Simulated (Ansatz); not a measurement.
From input file to script: H3MgNS, SMILES [NH2][Mg][SH] in Ansatz 0.2.0.

```yaml
crystal:
  periodic: [false, false, false]
  atoms:
    - { symbol: "N", position_ang: [-1.3888, 0.25, -1.0606] }
    - { symbol: Mg, position_ang: [-0.1119, 0.04, 0.5093] }
    - { symbol: S, position_ang: [1.4147, -0.2507, 2.348] }
    - { symbol: H, position_ang: [-0.9551, 1.0406, -1.6957] }
    - { symbol: H, position_ang: [-1.4252, -0.6034, -1.6346] }
    - { symbol: H, position_ang: [2.5083, -0.5405, 1.4874] }
basis:
  gaussian: { orbitals: def2-SVP }
hamiltonian:
  xc: { name: wB97X-V }
output:
  forces: true
```

The program run on that file:
```console
$ ansatz run input.yaml --threads 1 --pin off --max-ram 4096MiB --backend cpu --events-out ev --progress --plain --runs-dir out
Engine: ansatz 0.2.0, aarch64-unknown-linux-gnu
Functional definition: wB97X-V
  parameter omega = 0.3/bohr
  parameter cx = 0.167
  parameter cx1 = 0.603
  parameter cx2 = 1.194
  parameter css0 = 0.556
  parameter css1 = -0.257
  parameter cos0 = 1.219
  parameter cos1 = -1.850
  parameter b = 6.0
  parameter c = 0.01
  exchange = spin_sum(e_x_unif_sr(omega)*poly(b97_u_x, 1 - cx, cx1, cx2)) + cx*exact_x_sr(omega) + exact_x_lr(omega)
  correlation = spin_sum(e_c_pw_same_spin*poly(b97_u_same, css0, css1))
      + integral(e_c_pw_opposite_spin*poly(b97_u_opposite, cos0, cos1)) + vv10(b, c)
606 factors; integrals over basis functions are off by at most 8.8e-4 eV
224 factors; integrals over basis functions are off by at most 2.6e-5 eV
mean field evaluation 1: about -17805.0272 eV, gradient 4.7e1 eV
mean field evaluation 2: about -17803.5646 eV, gradient 5.4e1 eV
mean field evaluation 4: about -17810.2025 eV, gradient 1.3e0 eV
mean field evaluation 8: about -17810.3026 eV, gradient 2.8e-2 eV
mean field evaluation 16: about -17810.3026 eV, gradient 7.1e-5 eV
mean field -17810.30256107 eV, -654.5165468625 hartree, gradient 7.1e-5 eV, S^2 0.000000; 0 other end points of the search recorded, 0 dependent functions left out
the calculation of the forces begins
reference -17810.30255909 eV, -654.5165467900 hartree; 19, 19 occupied and 46, 46 virtual orbitals, 606 factors
Total energy: -17810.30255909 eV, -654.5165467900 hartree
Atom 0 at    -1.388800     0.250000    -1.060600 Å, force     2.221807     1.559771    -0.249313 eV/Å
Atom 1 at    -0.111900     0.040000     0.509300 Å, force    -0.280070    -0.037959    -0.243484 eV/Å
Atom 2 at     1.414700    -0.250700     2.348000 Å, force     0.657043    -0.199529    -1.604456 eV/Å
Atom 3 at    -0.955100     1.040600    -1.695700 Å, force    -1.268260    -2.037614     1.248147 eV/Å
Atom 4 at    -1.425200    -0.603400    -1.634600 Å, force    -0.076253     0.384500    -0.104714 eV/Å
Atom 5 at     2.508300    -0.540500     1.487400 Å, force    -1.254268     0.330831     0.953820 eV/Å
Dipole moment:     0.099061    -0.020666    -0.421360 e Å
```

Script `run_deck.py`:
```python
"""H3MgNS through the session interface."""

import ansatz as az
import numpy as np

deck = {
    "crystal": {
        "periodic": [False, False, False],
        "atoms": [
            {"symbol": "N", "position_ang": [-1.3888, 0.25, -1.0606]},
            {"symbol": "Mg", "position_ang": [-0.1119, 0.04, 0.5093]},
            {"symbol": "S", "position_ang": [1.4147, -0.2507, 2.348]},
            {"symbol": "H", "position_ang": [-0.9551, 1.0406, -1.6957]},
            {"symbol": "H", "position_ang": [-1.4252, -0.6034, -1.6346]},
            {"symbol": "H", "position_ang": [2.5083, -0.5405, 1.4874]},
        ],
    },
    "basis": {"gaussian": {"orbitals": "def2-SVP"}},
    "hamiltonian": {"xc": {"name": "wB97X-V"}},
    "output": {"forces": True},
}
session = az.Session.from_dict(deck)
report = session.plan(threads=1).execute().report

for key in ("converged", "free_energy_ev", "reference_energy_ev", "n_frozen", "n_occupied", "n_virtual"):
    print(f"{key:22s} {report[key]}")
symbols = ["N", "Mg", "S", "H", "H", "H"]
field = report["mean_field"]
print("<S^2> =", round(abs(field["state"]["spin_squared"]), 4), " all-electron relativity setting:", field["relativity"])
print("passes:", field["passes"])
if "symmetry" in field:
    print("occupied orbitals by irrep:", field["symmetry"]["occupied"])

forces = np.array(report["forces_ev_ang"])
print("largest force", round(float(np.linalg.norm(forces, axis=1).max()), 4), "eV/A, rms", round(float(np.sqrt((forces ** 2).mean())), 4))
charges = report["charge_distribution"]
dipole = np.array(charges["dipole_moment_e_ang"]) * 4.803205
print("dipole (D): {:.3f} {:.3f} {:.3f}, length {:.3f}".format(*dipole, np.linalg.norm(dipole)))
print("atom  Mulliken   Lowdin")
for symbol, m, l in zip(symbols, charges["mulliken_charges_e"], charges["lowdin_charges_e"]):
    print(f"{symbol:4s} {m:9.3f} {l:8.3f}")
```

```console
$ python run_deck.py
converged              True
free_energy_ev         -17810.302559093783
reference_energy_ev    -17810.302559093783
n_frozen               0
n_occupied             [19, 19]
n_virtual              [46, 46]
<S^2> = 0.0  all-electron relativity setting: none
passes: {'evaluations': 13, 'products': 13}
occupied orbitals by irrep: [{'A': 19}, {'A': 19}]
largest force 2.7261 eV/A, rms 1.0722
dipole (D): 0.476 -0.099 -2.024, length 2.081
atom  Mulliken   Lowdin
N       -0.510    0.001
Mg       0.514   -0.341
S       -0.349    0.208
H        0.133    0.069
H        0.127    0.021
H        0.085    0.041
```

Total energies depend on the basis set; only differences at equal settings carry meaning. The geometry is a force-field or estimated start, not a minimum of this method, and the basis set is short of its limit. The Löwdin charges here are taken after orthogonalising the functions within each atom; they differ from plain Löwdin charges, and their signs can be unphysical. It ran for 8.8 s on 1 thread of Arm Neoverse V1 (shared host), peak memory 0.22 GiB.

(Lines on the test bed's own set-up are left out of the output.)
